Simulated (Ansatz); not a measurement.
The input, for Ansatz 0.2.0:

```yaml
crystal:
  periodic: [false, false, false]
  atoms:
    - {symbol: As, position_ang: [0.000318, 0.000031, -0.057894]}
    - {symbol: H, position_ang: [2.217621, 0.024644, 1.446666]}
    - {symbol: H, position_ang: [-1.142633, 1.913893, 1.429230]}
    - {symbol: H, position_ang: [-1.098610, -1.940835, 1.427413]}
basis:
  gaussian: {orbitals: 6-31G}
correlation: {method: fci, electrons: outside_noble_gas}
```

```sh
$ ansatz run in.yaml --threads 1 --pin off --events-out ev --progress --plain --max-ram 2393MiB
```

The program prints:

```
565 factors; integrals over basis functions are off by at most 6.2e-8 eV
mean field evaluation 1: about -60821.8372 eV, gradient 9.8e0 eV
mean field evaluation 2: about -60821.8354 eV, gradient 9.8e0 eV
mean field evaluation 4: about -60822.3637 eV, gradient 9.3e-1 eV
mean field evaluation 8: about -60822.3683 eV, gradient 1.8e-4 eV
mean field -60822.36826156 eV, -2235.1808067304 hartree, gradient 3.2e-6 eV, S^2 0.000000; 0 other end points of the search recorded, 0 dependent functions left out; unrestricted orbitals would lower it
mean field evaluation 16: about -60824.5715 eV, gradient 3.9e0 eV
unrestricted determinant -60827.38432264 eV, -2235.3651435752 hartree, S^2 2.6130
14 core orbitals not correlated: weight in the atoms' cores, before any rotation towards them, 1.000 or more for the frozen orbitals, at most 0.000 for the correlated occupied ones
reference -60822.36826156 eV, -2235.1808067304 hartree; 4, 4 occupied and 17, 17 virtual orbitals, 565 factors
state -60828.89404487 eV, -2235.4206248439 hartree
Total energy: -60828.89404487 eV, -2235.4206248439 hartree
```

Natural occupations: 1.9822 1.6061 1.6061 1.6009 0.3951 0.3941 0.3941 0.0056 0.0044 0.0044 0.0042 0.0006 0.0006 0.0003 0.0002 0.0002 0.0002 0.0002 0.0001 0.0001 0.0000.

Ran on 1 thread of Arm Neoverse V1, shared host: 74 s wall, 1.3 GiB peak host memory.
